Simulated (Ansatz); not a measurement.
Li2H3. Total charge 0; doublet. Geometry PBE0-D4/def2-TZVP; atoms count from 1.

Cartesian coordinates in Å:
```
Li -2.262 0.712 -0.798
Li 0.267 0.269 -0.680
H 1.864 -0.422 0.406
H 1.250 -0.559 0.826
H -1.120 0.001 0.246
```

In the doublet, H3 and H4 lie 0.76 Å apart (atoms count from 1), so H2 has formed as a molecule. The structure comes from a short search, and lower isomers may exist.

(1) Estimate the Mulliken populations from the PBE0/def2-TZVP orbitals of Ansatz.

(2) Where does the spin sit?

(3) And the Mayer bond orders between bonded heavy atoms (over 0.3)?

Results:

(1) 
```csv
atom,charge (e),spin (α − β)
Li1,0.24,0.50
Li2,0.21,0.46
H3,-0.02,0.01
H4,0.06,0.01
H5,-0.49,0.03
```
Mulliken values and Mayer orders depend strongly on the basis.

(2) Summed by element: Li 0.95, H 0.05, of 1 unpaired in all. Largest on single atoms: Li1 0.50, Li2 0.46, H5 0.03.

(3) Li1–Li2 0.55 (2.57 Å).
